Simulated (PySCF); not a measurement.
**The bond of BH+, level by level**

One job finds the state of BH+, follows it along the bond with each method and fits the curves.

Computed with PySCF 2.14.0. Level: B def2-TZVPPD, H def2-TZVPPD, no relativity.

### Step 1. Set-up

The job is set up so:

```
atoms                         : B, H
charge                        : 1
basis                         : B def2-TZVPPD, H def2-TZVPPD
Hamiltonian                   : no relativity
basis functions               : 54
electrons treated             : 5
masses in u                   : 11.0093, 1.0078
levels                        : PBE0, PBE, r²SCAN, B2PLYP, TPSSh, r²SCAN0, MN15, B97-3, ωB97X-V, HF, MP2, SCS-MP2, CCSD, CCSD(T)
grid                          : 80 radial by 434 angular points
occupations                   : held fixed by the projection of orbital angular momentum
dissociation limit            : B+ + H, each in its ground configuration
starting distance in angstrom : 1.235
values of 2S to try           : 1, 3
```

Launch:

```console
> OMP_NUM_THREADS=1 python dia.py task.json out
```

After this run come: First curve: PBE0; Other states along the same grid; PBE; r²SCAN; B2PLYP (double hybrid); TPSSh (hybrid meta-GGA); r²SCAN0 (hybrid meta-GGA); MN15 (hybrid meta-GGA); B97-3 (global hybrid GGA); ωB97X-V (range-separated hybrid); UHF (mean field); MP2 and coupled cluster.

Before running it: what results should come out? Wanted: for each run, Re; ωe; De; μ.

**Answer**, as computed:

Lowest PBE0 solution found, without spin–orbit coupling: ²Σ⁺ (doublet), unpaired electrons σ ↑. The other levels ran on it alone.

```
      level  Re (Å)  ωe (cm⁻¹)  De (eV)  μ (D)
        UHF   1.186       2721     2.31   0.29
    UHF-MP2   1.192       2669     2.38    n/a
UHF-SCS-MP2   1.193       2657     2.34    n/a
   UHF-CCSD   1.205       2528     2.08    n/a
UHF-CCSD(T)   1.206       2520     2.10    n/a
        PBE   1.218       2449     2.62   0.41
     r²SCAN   1.206       2536     2.86   0.36
      TPSSh   1.210       2505     2.85   0.42
       PBE0   1.208       2531     2.62   0.39
    r²SCAN0   1.201       2574     2.82   0.36
      B97-3   1.204       2564     2.57   0.40
       MN15   1.197       2633     2.33   0.28
    ωB97X-V   1.209       2542     2.47   0.41
     B2PLYP   1.199       2582     2.55   0.34
```

De is counted to B+ + H in their ground configurations. A positive dipole points from B to H; in an ion it is taken about the centre of mass and does not tell which atom is negative.

Differences from CCSD(T) in the same basis:

```
      level  Re (mÅ)  ωe (%)
        UHF      -19    +8.0
    UHF-MP2      -14    +5.9
UHF-SCS-MP2      -13    +5.4
   UHF-CCSD       -1    +0.3
        PBE      +13    -2.8
     r²SCAN        0    +0.6
      TPSSh       +5    -0.6
       PBE0       +3    +0.4
    r²SCAN0       -4    +2.1
      B97-3       -1    +1.7
       MN15       -9    +4.5
    ωB97X-V       +3    +0.9
     B2PLYP       -7    +2.4
```

**Reading.** Against CCSD(T) in the same basis, the bond length is nearest at r²SCAN (0 mÅ) and farthest at UHF (-19 mÅ); the wavenumber is nearest at UHF-CCSD (+0.3 %) and farthest at UHF (+8.0 %). Hartree–Fock falls on the short and stiff side, its usual fault. PBE gives a bond that is too long and too soft, as GGAs tend to. Of the levels with a De here, UHF-CCSD gives the least (2.08 eV) and r²SCAN the most (2.86 eV).

Correlated steps freeze 1 core orbital. B2PLYP dipoles, levels and charges come from its SCF part alone.
